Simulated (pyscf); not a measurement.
Single points on ωB97X-D3(BJ)/def2-SVP structures (PySCF, gas phase). MP2 and CC: frozen core, UHF for open shells. ΔMP2 is the change of the MP2 total energy from the triple- to the quadruple-zeta basis.

### Question
For the elementary gas-phase step `[N][F]` [triplet] + `[F][SiH3]` -> `[F][N][SiH2][F]` [doublet] + `[H]` [doublet] (triplet surface; H–Si broken, N–Si formed), what barrier and reaction energy does CCSD(T)/def2-TZVPP + ΔMP2(QZVPP) give, measured from the separated reactants?

### Answer
ΔE‡ = 1.74 eV, ΔE = +1.34 eV. Zero-point energy shifts the barrier by -0.10 eV. It is a substitution at Si, with an imaginary mode of 654i cm⁻¹. The same reactants have a lower exit, to •HN–F + F–SiH₂• (barrier +1.05 eV at ωB97M-D3(BJ), against +1.61 eV here). F–N•–SiH₂–F + H• also meet on a surface of lower spin, which isn't treated here. F–N•–SiH₂–F lies 4.76 eV over its isomer H₂N–Si•(F)–F (electronic energy, ωB97M-D3(BJ)). This is the saddle that the search found; another between the same sides may lie lower. The angle at the attacked Si is 167°. The CCSD(T) − MP2 part came from Ansatz, without density fitting, on the same reference.
